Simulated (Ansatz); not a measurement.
# AlH3 (singlet): wave-function methods side by side at distance Al1–H3 = 1.891 Å, cc-pVDZ

Aim: climb from Hartree-Fock through coupled cluster and multireference methods for AlH3 (singlet) at one geometry and basis, and see what each rung misses.

Computed with Ansatz 0.2.0, Gaussian basis. Level: cc-pVDZ, core rule «outside noble gas», up to 5 orbitals frozen.

Plan: UHF; CCSD(T) on RHF; BCCD(T) on RHF; CISD; CCSDT(Q) on RHF; CCSDTQ on RHF; CASSCF and MRCISD+Q, 2 electrons in 2 orbitals; CASSCF and NEVPT2, 2 electrons in 2 orbitals; CASSCF and MRCISD+Q, 6 electrons in 7 orbitals; CASSCF and MRCISD+Q(relaxed), 6 electrons in 7 orbitals; CASSCF and NEVPT2, 6 electrons in 7 orbitals; Full CI.

21 further runs of the same task are left out: 9 for a known fault of the program, 9 that didn't finish, 3 set aside as unsound or not needed.

### Step 1. The geometry

The geometry derives from a PBE0/def2-TZVP stationary point (not a proven minimum). One bond is set to the value named and the two fragments are kept rigid.

4 atoms, charge 0, spin multiplicity 1.

Atoms are counted from 1 here; the program's logs count them from 0.

Bond lengths: Al1–H2 1.586 Å, Al1–H3 1.891 Å, Al1–H4 1.586 Å. Angles: H2–Al1–H3 120.0°, H2–Al1–H4 120.0°, H3–Al1–H4 120.0°.

Geometry (Å):

```
Al    0.0052   -0.0088    0.0000
H     1.5910    0.0062   -0.0001
H    -0.9558    1.6198   -0.0033
H    -0.7746   -1.3897    0.0029
```

### Step 2. UHF

Input file in.yaml:

```yaml
crystal:
  periodic: [false, false, false]
  atoms:
    - {symbol: Al, position_ang: [0.005209, -0.008828, 0.000018]}
    - {symbol: H, position_ang: [1.590985, 0.006223, -0.000065]}
    - {symbol: H, position_ang: [-0.955791, 1.619775, -0.003309]}
    - {symbol: H, position_ang: [-0.774643, -1.389673, 0.002891]}
basis:
  gaussian: {orbitals: cc-pVDZ}
magnetization: {spin_polarized: true, initial_magnetization: 0}
hamiltonian: {xc: hf}
output: {orbitals: {seedname: orbitals}}
```

Command:

```console
ansatz run in.yaml --threads 1 --pin off --events-out ev --progress --plain --max-ram 2393MiB
```

The runs that follow: CCSD(T) on RHF; BCCD(T) on RHF; CISD; CCSDT(Q) on RHF; CCSDTQ on RHF; CASSCF and MRCISD+Q, 2 electrons in 2 orbitals; CASSCF and NEVPT2, 2 electrons in 2 orbitals; CASSCF and MRCISD+Q, 6 electrons in 7 orbitals; CASSCF and MRCISD+Q(relaxed), 6 electrons in 7 orbitals; CASSCF and NEVPT2, 6 electrons in 7 orbitals; Full CI.

Q: Predict the results of all the runs planned. Wanted: FCI below the RHF energy; RMP2 from FCI; RCCSD from FCI; RCCSD(T) from FCI; RCCSDT(Q) from FCI; NEVPT2 pair from FCI; MRCISD+Q pair from FCI; NEVPT2 valence from FCI; T1 diagnostic.

As calculated:

```
                         quantity                                                                                                      value
         FCI below the RHF energy                                                                                                 -2.8321 eV
                    RMP2 from FCI                                                                                            +16.94 kcal/mol
                   RCCSD from FCI                                                                                             +1.12 kcal/mol
                RCCSD(T) from FCI                                                                                             +0.32 kcal/mol
               RCCSDT(Q) from FCI                                                                                             +0.01 kcal/mol
             NEVPT2 pair from FCI                                                                                            +15.20 kcal/mol
           MRCISD+Q pair from FCI                                                                                             -0.48 kcal/mol
          NEVPT2 valence from FCI                                                                                            +11.66 kcal/mol
levels within 1 kcal/mol (43 meV)  RCCSD(T), BCCD(T), RCCSDT, RCCSDT(Q), RCCSDTQ, MRCISD+Q pair, MRCISD+Q valence, MRCISD+Q(relaxed) valence
                    T1 diagnostic                                                                                                      0.011
   effectively unpaired electrons                                                                                                       0.04
```

In words: RCCSD(T) lands +0.32 kcal/mol from the yardstick (0.5 % of the correlation energy). MRCISD+Q pair, MRCISD+Q(relaxed) valence fall below full CI: the +Q correction isn't variational, and the cores differ from full CI's. One determinant dominates. Of the multireference levels listed MRCISD+Q valence comes nearest in total energy (+0.03 kcal/mol), which doesn't show that its space is the better one. These misses are within one basis, not against nature.
